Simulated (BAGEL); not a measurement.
**AlNH3Cl (SMILES [NH2][AlH][Cl]) at B3LYP/6-311+G(d,p) (density fitting with qzvpp-jkfit)**

Aim: the energy change on altering one bond length of AlNH3Cl at B3LYP/6-311+G** (density fitting with qzvpp-jkfit), from 2 runs. 

Program for the calculation: BAGEL 1.2.2.

5 further runs of the same task are left out: 3 that didn't finish, 2 set aside as unsound or not needed. Runs told in other sessions of the task aren't counted.

### Step 1. The molecule

AlNH3Cl has 6 atoms, charge 0, and is taken as a singlet. As SMILES, `[NH2][AlH][Cl]`. The coordinates come from a PBE0-D4/def2-TZVP relaxation.

Bond lengths: N1–Al2 1.756 Å, Al2–Cl3 2.098 Å, N1–H4 1.007 Å, N1–H5 1.007 Å, Al2–H6 1.570 Å. Angles: N1–Al2–Cl3 117.5°, N1–Al2–H6 121.9°, Cl3–Al2–H6 120.6°, Al2–N1–H4 124.3°, Al2–N1–H5 125.0°, H4–N1–H5 110.7°.

### Step 2. A single-point energy at B3LYP/6-311+G(d,p) (density fitting with qzvpp-jkfit)

The input, input.json:

```json
{ "bagel": [

{
  "title": "molecule",
  "basis": "6-311+gss.json",
  "df_basis": "qzvpp-jkfit",
  "angstrom": true,
  "geometry": [
    { "atom": "N", "xyz": [      -0.631100,       0.250900,      -0.718800 ] },
    { "atom": "Al", "xyz": [       0.477600,      -0.073800,       0.603600 ] },
    { "atom": "Cl", "xyz": [       1.413500,      -1.951500,       0.645600 ] },
    { "atom": "H", "xyz": [      -1.134300,       1.115000,      -0.838800 ] },
    { "atom": "H", "xyz": [      -0.852600,      -0.395100,      -1.458900 ] },
    { "atom": "H", "xyz": [       0.769000,       0.990400,       1.721000 ] }
  ]
},

{ "title": "ks", "xc_func": "b3lyp", "charge": 0 },

{ "title": "print", "file": "orbitals.molden", "orbitals": true }

]}
```

The basis set 6-311+G** is read from a file made from the Basis Set Exchange's data (not shown).

Command:

```console
$ BAGEL_NUM_THREADS=1 BAGEL input.json > input.out
```

The log of the run:

```text
* using 1 threads per process

  ===============================================================
  ===============================================================

  *** Geometry ***

  { "atom" : "N", "xyz" : [     -1.192606,      0.474132,     -1.358335 ] },
  { "atom" : "Al", "xyz" : [      0.902533,     -0.139462,      1.140639 ] },
  { "atom" : "Cl", "xyz" : [      2.671128,     -3.687801,      1.220007 ] },
  { "atom" : "H", "xyz" : [     -2.143516,      2.107045,     -1.585102 ] },
  { "atom" : "H", "xyz" : [     -1.611180,     -0.746631,     -2.756921 ] },
  { "atom" : "H", "xyz" : [      1.453199,      1.871585,      3.252219 ] },

  Number of auxiliary basis functions:      387

  Since a DF basis is specified, we compute 2- and 3-index integrals:
    o Being stored without compression. Storage requirement is 0.031 GB

  Number of basis functions:      100
  Number of electrons      :       40

    * METHOD: MOLECULE                             0.13

  *** Kohn-Sham DFT ***

    * Removing 9461 points whose weight is below 1.00e-10
    * Grid points: 79975

  === Nuclear Repulsion ===
   128.9619128155

       - DIIS with orbital gradients will be used.

  === KS iteration (b3lyp / 6-311+gss.json) ===
      0       -653.82852747          0.25032670           0.26
      1       -611.50856032          0.29025313           0.24
      2       -700.83774369          0.21360098           0.25
      3       -756.83267174          0.07978288           0.26
      4       -756.33249320          0.07622027           0.26
      5       -759.31916313          0.01067013           0.26
      6       -759.35940537          0.00458162           0.26
      7       -759.36709272          0.00107457           0.26
      8       -759.36751468          0.00021725           0.26
      9       -759.36752980          0.00012445           0.26
     10       -759.36753488          0.00002605           0.25
     11       -759.36753514          0.00000328           0.25
     12       -759.36753514          0.00000130           0.25
     13       -759.36753514          0.00000040           0.25
     14       -759.36753514          0.00000019           0.26
     15       -759.36753514          0.00000002           0.25
     16       -759.36753514          0.00000001           0.25
    * SCF iteration converged.

    * Permanent dipole moment:
           (    0.567615,    -0.633109,     0.363925) a.u.

    * METHOD: KS                                   4.61

    * METHOD: PRINT                                0.02

  ===============================================================
```

Wall time 5.1 s (1 thread of Arm Neoverse V2, shared host); peak memory 0.38 GiB.

### Step 3. The distorted shape at the same level

The input, input.json:

```json
{ "bagel" : [

{
  "title" : "molecule",
  "basis" : "6-311+gss.json",
  "df_basis" : "qzvpp-jkfit",
  "angstrom" : "true",
  "geometry" : [
    { "atom" : "N", "xyz" : [      -0.520341,       0.573927,      -0.348719 ] },
    { "atom" : "Al", "xyz" : [       0.588359,       0.249227,       0.973681 ] },
    { "atom" : "Cl", "xyz" : [       1.524259,      -1.628473,       1.015681 ] },
    { "atom" : "H", "xyz" : [      -1.023541,       1.438027,      -0.468719 ] },
    { "atom" : "H", "xyz" : [      -0.852600,      -0.395100,      -1.458900 ] },
    { "atom" : "H", "xyz" : [       0.879759,       1.313427,       2.091081 ] }
  ]
},

{
  "title" : "ks",
  "xc_func" : "b3lyp"
},

{
  "title" : "print",
  "file" : "orbitals.molden",
  "orbitals" : "true"
}

]}
```

The basis set 6-311+G** is read from a file made from the Basis Set Exchange's data (not shown).

Command:

```console
$ BAGEL_NUM_THREADS=1 BAGEL input.json > input.out
```

The log of the run:

```text
* using 1 threads per process

  ===============================================================
  ===============================================================

  *** Geometry ***

  { "atom" : "N", "xyz" : [     -0.983302,      1.084565,     -0.658983 ] },
  { "atom" : "Al", "xyz" : [      1.111837,      0.470971,      1.839990 ] },
  { "atom" : "Cl", "xyz" : [      2.880432,     -3.077368,      1.919359 ] },
  { "atom" : "H", "xyz" : [     -1.934212,      2.717477,     -0.885751 ] },
  { "atom" : "H", "xyz" : [     -1.611180,     -0.746631,     -2.756921 ] },
  { "atom" : "H", "xyz" : [      1.662504,      2.482017,      3.951570 ] },

  Number of auxiliary basis functions:      387

  Since a DF basis is specified, we compute 2- and 3-index integrals:
    o Being stored without compression. Storage requirement is 0.031 GB

  Number of basis functions:      100
  Number of electrons      :       40

    * METHOD: MOLECULE                             0.13

  *** Kohn-Sham DFT ***

    * Removing 8936 points whose weight is below 1.00e-10
    * Grid points: 80500

  === Nuclear Repulsion ===
   127.1160930479

       - DIIS with orbital gradients will be used.

  === KS iteration (b3lyp / 6-311+gss.json) ===
      0       -654.55820382          0.24970962           0.26
      1       -617.38572156          0.27823820           0.25
      2       -701.20092709          0.21363801           0.26
      3       -751.76426219          0.08823121           0.26
      4       -748.42834102          0.11837846           0.26
      5       -756.98411776          0.05815838           0.27
      6       -758.86281126          0.03166340           0.27
      7       -759.21831516          0.01072897           0.26
      8       -759.27423988          0.00483325           0.26
      9       -759.28133414          0.00117399           0.26
     10       -759.28198682          0.00049750           0.27
     11       -759.28209394          0.00012197           0.27
     12       -759.28209893          0.00002269           0.26
     13       -759.28209915          0.00000857           0.27
     14       -759.28209918          0.00000256           0.27
     15       -759.28209919          0.00000042           0.26
     16       -759.28209919          0.00000015           0.25
     17       -759.28209919          0.00000006           0.25
     18       -759.28209919          0.00000002           0.26
     19       -759.28209919          0.00000000           0.27
    * SCF iteration converged.

    * Permanent dipole moment:
           (    0.574447,    -0.598459,     0.396597) a.u.

    * METHOD: KS                                   5.56

    * METHOD: PRINT                                0.02

  ===============================================================
```

Run time: 6 s. Hardware: 1 thread of Arm Neoverse V2, shared host; peak memory 0.38 GiB.

### Step 4. Outcome

Level: B3LYP/6-311+G** (density fitting with qzvpp-jkfit).

| quantity | value |
| --- | --- |
| first shape: total energy | -759.36754 Eh |
| first shape: dipole moment | 2.35 D |
| first shape: HOMO energy | -7.65 eV |
| first shape: LUMO energy | -0.84 eV |
| first shape: HOMO–LUMO gap | 6.82 eV |
| distorted shape: total energy | -759.28210 Eh |
| distorted shape: dipole moment | 2.34 D |
| distorted shape: HOMO energy | -7.51 eV |
| distorted shape: LUMO energy | -2.03 eV |
| distorted shape: HOMO–LUMO gap | 5.49 eV |
| energy change with the N1–H5 bond stretched from 1.007 to 1.511 Å | 2.325 eV |

In words: With the N1–H5 bond stretched from 1.007 to 1.511 Å the energy rises by 2.32 eV (54 kcal/mol). The first shape isn't relaxed at this level, so the change isn't measured from a minimum.
